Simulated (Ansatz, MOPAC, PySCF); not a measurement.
Potential energy curve for FLi, singlet.

UKS-B3LYP = Ansatz (a first-principles code) with unrestricted B3LYP/cc-pVDZ; RCCSDT(Q) = CCSDT(Q) on RHF/cc-pVDZ, frozen core (Ansatz); RMP2/3-21G = restricted MP2 (frozen core)/3-21G run with PySCF; PM3, restricted, heats of formation (MOPAC); RKS-PBE0 = restricted PBE0/cc-pVDZ run with Ansatz.

Energies are in eV, each relative to the lowest point of its own curve between 1.34 and 1.94 Å, where full CI is lowest.

```json
[
 {"R / Å": "1.34", "UKS-B3LYP": "0.785", "RCCSDT(Q)": "0.912", "RMP2/3-21G": "0.562", "PM3": "0.761", "RKS-PBE0": "0.803"},
 {"R / Å": "1.44", "UKS-B3LYP": "0.206", "RCCSDT(Q)": "0.272", "RMP2/3-21G": "0.102", "PM3": "0.239", "RKS-PBE0": "0.216"},
 {"R / Å": "1.52", "UKS-B3LYP": "0.024", "RCCSDT(Q)": "0.052", "RMP2/3-21G": "0.000", "PM3": "0.042", "RKS-PBE0": "0.028"},
 {"R / Å": "1.60", "UKS-B3LYP": "0.000", "RCCSDT(Q)": "0.000", "RMP2/3-21G": "0.044", "PM3": "0.000", "RKS-PBE0": "0.000"},
 {"R / Å": "1.69", "UKS-B3LYP": "0.095", "RCCSDT(Q)": "0.071", "RMP2/3-21G": "0.201", "PM3": "0.082", "RKS-PBE0": "0.091"},
 {"R / Å": "1.77", "UKS-B3LYP": "0.246", "RCCSDT(Q)": "0.207", "RMP2/3-21G": "0.399", "PM3": "0.229", "RKS-PBE0": "0.240"},
 {"R / Å": "1.80", "UKS-B3LYP": "0.314", "RCCSDT(Q)": "0.270", "RMP2/3-21G": "0.483", "PM3": "0.297", "RKS-PBE0": "0.306"},
 {"R / Å": "1.86", "UKS-B3LYP": "0.462", "RCCSDT(Q)": "0.410", "RMP2/3-21G": "0.662", "PM3": "0.448", "RKS-PBE0": "0.453"},
 {"R / Å": "1.94", "UKS-B3LYP": "0.678", "RCCSDT(Q)": "0.618", "RMP2/3-21G": "0.917", "PM3": "0.671", "RKS-PBE0": "0.666"},
 {"R / Å": "2.02", "UKS-B3LYP": "0.905", "RCCSDT(Q)": "0.840", "RMP2/3-21G": "1.183", "PM3": "0.911", "RKS-PBE0": "0.892"},
 {"R / Å": "2.08", "UKS-B3LYP": "1.080", "RCCSDT(Q)": "1.012", "RMP2/3-21G": "1.388", "PM3": "1.098", "RKS-PBE0": "1.065"},
 {"R / Å": "2.18", "UKS-B3LYP": "1.373", "RCCSDT(Q)": "1.303", "RMP2/3-21G": "1.733", "PM3": "1.416", "RKS-PBE0": "1.356"},
 {"R / Å": "2.31", "UKS-B3LYP": "1.749", "RCCSDT(Q)": "1.681", "RMP2/3-21G": "2.185", "PM3": "1.828", "RKS-PBE0": "1.730"},
 {"R / Å": "2.48", "UKS-B3LYP": "2.223", "RCCSDT(Q)": "2.164", "RMP2/3-21G": "2.766", "PM3": "2.348", "RKS-PBE0": "2.201"},
 {"R / Å": "2.69", "UKS-B3LYP": "2.769", "RCCSDT(Q)": "2.731", "RMP2/3-21G": "3.443", "PM3": "2.937", "RKS-PBE0": "2.746"},
 {"R / Å": "2.96", "UKS-B3LYP": "3.395", "RCCSDT(Q)": "3.396", "RMP2/3-21G": "4.207", "PM3": "3.595", "RKS-PBE0": "3.372"},
 {"R / Å": "3.28", "UKS-B3LYP": "3.977", "RCCSDT(Q)": "4.067", "RMP2/3-21G": "4.915", "PM3": "4.219", "RKS-PBE0": "3.998"},
 {"R / Å": "3.64", "UKS-B3LYP": "4.397", "RCCSDT(Q)": "4.615", "RMP2/3-21G": "5.464", "PM3": "4.749", "RKS-PBE0": "4.551"},
 {"R / Å": "4.06", "UKS-B3LYP": "4.705", "RCCSDT(Q)": "—", "RMP2/3-21G": "5.859", "PM3": "5.198", "RKS-PBE0": "5.021"},
 {"R / Å": "4.62", "UKS-B3LYP": "4.944", "RCCSDT(Q)": "—", "RMP2/3-21G": "6.130", "PM3": "5.613", "RKS-PBE0": "5.433"},
 {"R / Å": "5.31", "UKS-B3LYP": "5.106", "RCCSDT(Q)": "—", "RMP2/3-21G": "6.153", "PM3": "5.963", "RKS-PBE0": "5.743"}
]
```

At the longest distance, 5.31 Å, RMP2/3-21G lies highest above its minimum (6.153 eV) and UKS-B3LYP lowest (5.106 eV).

A dash means that the run gave no value there, or that the column was ended at a point which the program doubted or which failed a test of continuity chosen for this set; such a test can also cut sound points.

The scan ran from 1.34 to 6.28 Å; beyond the distances shown full CI changes its symmetry label. The unrestricted determinant behind UKS-B3LYP is spin-contaminated at 3.28 to 5.31 Å (<S²> up to 0.6, against 0.00 for a pure singlet). The T1 diagnostic of CCSD on the restricted reference of RCCSDT(Q) exceeds 0.045 at 2.96 to 5.31 Å. The restricted form behind RMP2/3-21G, PM3, RKS-PBE0 keeps the bonding electrons paired and can't separate into open-shell fragments.
